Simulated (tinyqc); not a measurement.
Pariser-Parr-Pople SCF with singles CI, for the molecule C=C([CH2-])O (SMILES; centres numbered as the heavy atoms are written), step by step. One step of it, computed by the program tinyqc.

Problem. Iteration 1: Fock matrix. F_rr = H_rr + P_rr gamma_rr / 2 + sum_(s != r) P_ss gamma_rs; F_rs = H_rs - P_rs gamma_rs / 2; E = tr P (H + F) / 2 + core repulsion sum_(r<s) z_r z_s gamma_rs.

P at the start, lower triangle:
```
           1C        2C         3C        4O
1C   1.653157
2C   0.588934  1.000000
3C  -0.346843  0.588934   1.653157
4O  -0.325949  0.553456  -0.325949  1.693686
```

core matrix H (eV), lower triangle:
```
            1C          2C          3C          4O
1C  -35.116895
2C   -2.490000  -43.671429
3C    0.000000   -2.490000  -35.116895
4O    0.000000   -2.340000    0.000000  -52.861988
```

repulsion gamma_rs (eV), lower triangle:
```
           1C         2C         3C         4O
1C  11.130000
2C   7.554960  11.130000
3C   5.240702   7.554960  11.130000
4O   5.580617   8.700754   5.580617  21.500000
```

Centres (angstrom, eV; a flat drawing with bonds scaled to 1.40 angstrom):
```
centre          x          y  core charge z          W   gamma_rr
1C      -1.212000  -0.700000              1  11.160000  11.130000
2C       0.000000   0.000000              1  11.160000  11.130000
3C       1.212000  -0.700000              1  11.160000  11.130000
4O       0.000000   1.400000              2  33.000000  21.500000
```

Give: F; pi energy.

Solution.

F (eV), lower triangle:
```
        1C      2C      3C      4O
1C  -0.247
2C  -4.715   1.609
3C   0.909  -4.715  -0.247
4O   0.909  -4.748   0.909  -7.503
```

pi energy = -83.855 eV
